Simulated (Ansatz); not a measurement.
## Ansatz (development build ahead of 0.2.0) run

```yaml
crystal:
  periodic: [false, false, false]
  atoms:
    - { symbol: O, position_ang: [0.0, 0.0, -0.1075] }
    - { symbol: H, position_ang: [0.0, 0.75478, 0.43001] }
    - { symbol: H, position_ang: [0.0, -0.75478, 0.43001] }
basis:
  gaussian: { orbitals: def2-TZVP }
total_charge: 1
magnetization:
  spin_polarized: true
  initial_magnetization: 1
hamiltonian:
  xc: hf
```

The input is written out in the form of the current development build from the run's settings.

Output:

```
Converged                       : yes
Total energy                    : -75.65285 hartree
Spin squared of the determinant : 0.756
```
